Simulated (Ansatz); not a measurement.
Relaxation of BH$_{5}$N$_{2}$ (8 atoms, charge 0, multiplicity 1), to a largest force component of 0.03 eV/Å in at most 50 steps.

Method: RKS revPBE-D4/def2-SVP (Ansatz).

```xyz
8
Properties=species:S:1:pos:R:3
B 0.134 -0.296 0.183
H 0.016 -0.969 1.167
N 1.527 0.050 -0.185
H 2.301 -0.186 0.435
H 1.778 0.722 -0.911
N -0.994 0.118 -0.572
H -1.946 -0.134 -0.310
H -0.938 0.694 -1.411
```

Q: Where does it end, and by what steps?

A: It converged. After 4 steps the energy has fallen by 0.070 eV; N3 moved furthest, 0.07 Å.

```json
{"step": "0", "energy less start (eV)": "0.0000", "largest force component (eV/Å)": "1.915", "accepted": "yes"}
{"step": "1", "energy less start (eV)": "-0.0553", "largest force component (eV/Å)": "0.925", "accepted": "yes"}
{"step": "2", "energy less start (eV)": "-0.0679", "largest force component (eV/Å)": "0.249", "accepted": "yes"}
{"step": "3", "energy less start (eV)": "-0.0696", "largest force component (eV/Å)": "0.051", "accepted": "yes"}
{"step": "4", "energy less start (eV)": "-0.0700", "largest force component (eV/Å)": "0.019", "accepted": "yes"}
```

```xyz
8
Properties=species:S:1:pos:R:3
B 0.165 -0.278 0.188
H -0.012 -0.983 1.169
N 1.496 0.099 -0.143
H 2.295 -0.199 0.412
H 1.752 0.683 -0.939
N -0.971 0.124 -0.570
H -1.915 -0.157 -0.317
H -0.933 0.710 -1.404
```

Whether the end is a true minimum wasn't checked by a vibrational analysis.

Run time: 8.9 s on 1 thread of Arm Neoverse V1, on a shared host, peak memory 0.11 GiB.
